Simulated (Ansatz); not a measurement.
# AlNH5+ (SMILES [NH3+][AlH2]): one structure at several levels

One table from this session's results is given with a row withheld; the runs are named, their logs left out.

Method: single points in def2-TZVPP; program: Ansatz 0.2.0, Gaussian basis.

Correlated methods freeze the cores. B3LYP uses VWN-RPA correlation.

### Where the work starts

SMILES `[NH3+][AlH2]`, 7 atoms, charge 1, spin multiplicity 1.

Atoms are counted from 1 here; the program's logs count them from 0.

Bond lengths: N1–Al2 2.049 Å, N1–H3 1.079 Å, N1–H4 1.039 Å, N1–H5 1.065 Å, Al2–H6 1.552 Å, Al2–H7 1.596 Å. Angles: Al2–N1–H3 112.1°, Al2–N1–H4 114.9°, Al2–N1–H5 114.5°, H3–N1–H4 104.4°, H3–N1–H5 104.8°, H4–N1–H5 105.2°, N1–Al2–H6 115.1°, N1–Al2–H7 113.4°, H6–Al2–H7 131.4°.

As a file:

```tsv
atom	x (Å)	y (Å)	z (Å)
N1	-0.2936	-0.8020	-0.1992
Al2	0.3342	1.0872	0.2850
H3	0.4398	-1.3361	-0.7835
H4	-1.1592	-0.8417	-0.7729
H5	-0.4840	-1.4315	0.6379
H6	-0.6615	1.9129	1.1429
H7	1.7756	1.4460	-0.2981
```

The first run:

Contents of run/in.yaml:

```yaml
crystal:
  periodic: [false, false, false]
  atoms:
    - {symbol: N, position_ang: [-0.293600, -0.802000, -0.199200]}
    - {symbol: Al, position_ang: [0.334200, 1.087200, 0.285000]}
    - {symbol: H, position_ang: [0.439800, -1.336100, -0.783500]}
    - {symbol: H, position_ang: [-1.159200, -0.841700, -0.772900]}
    - {symbol: H, position_ang: [-0.484000, -1.431500, 0.637900]}
    - {symbol: H, position_ang: [-0.661500, 1.912900, 1.142900]}
    - {symbol: H, position_ang: [1.775600, 1.446000, -0.298100]}
basis:
  gaussian: {orbitals: def2-TZVPP}
total_charge: 1
correlation: {method: ccsd_t}
output: {forces: true}
```

The command line of these runs was not kept.

Steps of the session up to this table: CCSD(T)/def2-TZVPP; PBE0-D4/def2-TZVPP; wB97M-V/def2-TZVPP; r2SCAN-D4/def2-TZVPP; PBE-D4/def2-TZVPP; B3LYP-D4/def2-TZVPP; B97M-V/def2-TZVPP.

One table of the session follows, with a row left open; its other results are not shown here.

| method | RMS force component (eV/Å) | angle to CCSD(T) forces (°) |
| --- | --- | --- |
| CCSD(T) | 0.713 | reference |
| PBE0-D4 | 0.731 | 3.0 |
| wB97M-V | ? | ? |
| r2SCAN-D4 | 0.705 | 2.1 |
| PBE-D4 | 0.602 | 8.5 |
| B3LYP-D4 | 0.711 | 2.1 |
| B97M-V | 0.796 | 4.4 |

**Question.** Estimate the row for wB97M-V.

**Answer.** RMS force component (eV/Å): 0.739; angle to CCSD(T) forces (°): 3.5. In the column «RMS force component (eV/Å)» it lies between PBE0-D4 (0.731) and B97M-V (0.796).
